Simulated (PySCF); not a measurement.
# H4Si: the cost of one run

Programs: PySCF 2.14.0, with density-fitted response routines of our own. Each step states its level of theory. These are calculated values for one molecule in the gas phase, unless marked as measured. Atoms count from 0, in the outputs and in this text.

### 1 The starting structure

5 atoms, charge 0, multiplicity 1; geometry from: GFN2-xTB. The atoms were then displaced at random by about 0.03 Å, so the start is not that level's minimum.

Bonds of the start (Å): Si0–H1 1.53, Si0–H2 1.50, Si0–H3 1.49, Si0–H4 1.47.

### 2 Geometry optimisation at PBE0-D3(BJ)/def2-SVP

Job settings and geometry (Å):

```
{"job": {"xc": "PBE0", "basis": "def2-SVP", "d3": "d3bj", "grid": 1, "shake": 0.03, "kind": "geom"}, "charge": 0, "multiplicity": 1}
Si     0.064620    -0.075370     0.005460
H     -0.197230     1.189960    -0.822080
H     -0.777050     0.142300     1.229310
H      1.525940    -0.184700     0.253140
H     -0.524190    -1.176960    -0.762320
```

On the command line:

```sh
OMP_NUM_THREADS=1 python probes_run.py task.json out
```

This one command runs all jobs of the session in turn.

Q: Estimate the wall time and peak memory of this first job on 1 thread of AMD EPYC 7B13, shared host.

About 1.7 s, with a peak of 0.24 GiB.
